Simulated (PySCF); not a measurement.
These 2 structures share the formula CH5NSi. Method: PBE0-D3(BJ)/def2-SVP geometry optimisation, gas phase (PySCF 2.14.0). One conformer each; no zero-point energy, no entropy. No frequencies were run at this level. Point groups hold within 0.08 Å.

Question: Order them by energy at this level, lowest first, and give relative energies in kJ/mol.
A. `[H]/N=C/[SiH3]`
B. `C=N[SiH3]`

Answer: B (0.0), A (40.6).

As drawn, the higher has an N–H bond and an Si–C bond, which the lower lacks.

```tsv
SMILES	E (Eh)	E rel (kJ/mol)	dipole (D)	point group	A, B, C (MHz)
C=N[SiH3]	-384.93296	0.0	1.42	Cs	41596, 5754, 5375
[H]/N=C/[SiH3]	-384.91750	40.6	1.76	near Cs	37706, 5263, 4881
```

Q: How do the relative energies change in single points at PBE0/pcSseg-1 (no added dispersion term) on the same geometries?

A: 
| SMILES | PBE0-D3(BJ)/def2-SVP (kJ/mol) | PBE0/pcSseg-1 (kJ/mol) | shift |
| --- | --- | --- | --- |
| C=N[SiH3] | 0.0 | 0.0 | 0.0 |
| [H]/N=C/[SiH3] | 40.6 | 38.8 | -1.8 |

Each column counts from its own lowest isomer. The order is unchanged; the largest shift is 1.8 kJ/mol.
